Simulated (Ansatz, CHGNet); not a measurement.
How well does each level of theory give the lattice parameter a of rock-salt PbS?

Reference value: 5.914 Å (measured, 120 K, no zero-point or thermal correction; as tabulated in Noda, Masumoto, Ohba, Saito, Toriumi, Iwata, Shibuya, Acta Cryst. C 43, 1443 …).

Put these levels in order of the lattice parameter a that they give for rock-salt PbS, smallest first: CHGNet-r²SCAN, LDA (Ansatz, a first-principles code), rVV10 (Ansatz).

LDA (5.845 Å), CHGNet-r²SCAN (5.977 Å), rVV10 (6.029 Å)

Differences against the reference: CHGNet-r²SCAN +1.07 %, LDA -1.17 %, rVV10 +1.94 %.

The reference isn't brought to a static lattice, while the calculations are for one, so the differences are not the levels' errors alone. A static lattice is as a rule a little smaller than the measured one.  Density-functional levels without +SOC have no spin–orbit coupling. Ansatz's density-functional and Hartree–Fock values are scalar-relativistic unless marked +SOC, with PAW data made under PBE.

Machine-learned potentials (CHGNet-r²SCAN) are trained on DFT data: a solid inside that data is no test of them.

Differences are worked out from the printed values.
